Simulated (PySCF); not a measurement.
**How good is the calculation?**

Atoms are numbered as in `[CH3:1][P+:2]([CH3:3])([CH3:4])[CH3:5]`. Each H is labelled by its parent atom.

What is known from experiment: δ 31P P2 24.4 ppm (measured; NMR Tables: representative 31P chemical shifts referenced to 85 % H3PO4 (instrument maker's almanac)).
δ 31P P2 25.1 ppm (measured; solution, DMSO; B. Maryasin, H. Zipse, Phys. Chem. Chem. Phys. 13 (2011) 5150).
δ 31P P2 25.0 ppm (measured; E. Pretsch, P. Bühlmann, M. Badertscher, Structure Determination of Organic Compounds, 4th ed., Springer 2009).
δ 31P P2 25.1 ppm (measured; solution; W. H. Hersh, T.-Y. Chan, Beilstein J. Org. Chem. 19 (2023) 36, supporting information).

PySCF 2.14.0 with density-fitted response routines calculation with geometry: PBE0-D3(BJ)/def2-TZVP and B97-2/pcSseg-2 with gauge-including orbitals; no solvent, no relativistic terms, single conformer, fast rotation and ring inversion assumed for equivalent nuclei.

Task: Set the calculated values beside the experiment.

Result: 
Reference values: measured (NMR Tables: representative 31P chemical shifts referenced to 85 % H3PO4 (instrument maker's almanac)).
```
atoms             quantity  reference  computed
   P2  δ 31P vs 85 % H3PO4       24.4      21.0
```

Reference values: measured (solution, DMSO; B. Maryasin, H. Zipse, Phys. Chem. Chem. Phys. 13 (2011) 5150).
```json
{"atoms": "P2", "quantity": "δ 31P vs 85 % H3PO4", "reference": "25.1", "computed": "21.0"}
```

Reference values: measured (E. Pretsch, P. Bühlmann, M. Badertscher, Structure Determination of Organic Compounds, 4th ed., Springer 2009).
```json
{"atoms": "P2", "quantity": "δ 31P vs 85 % H3PO4", "reference": "25.0", "computed": "21.0"}
```

Reference values: measured (solution; W. H. Hersh, T.-Y. Chan, Beilstein J. Org. Chem. 19 (2023) 36, supporting information).
```json
{"atoms": "P2", "quantity": "δ 31P vs 85 % H3PO4", "reference": "25.1", "computed": "21.0"}
```

Computed shifts are σ(ref) − σ with the named reference compound (TMS for H and C) calculated as an isolated molecule at the same level.

Task: How far are the unscaled 31P shifts from the references?

Result: Mean signed difference -3.90 ppm, mean absolute 3.90 ppm over 4 comparisons; the largest is -4.1 ppm at P2 (phosphorus bonded to 4 C).
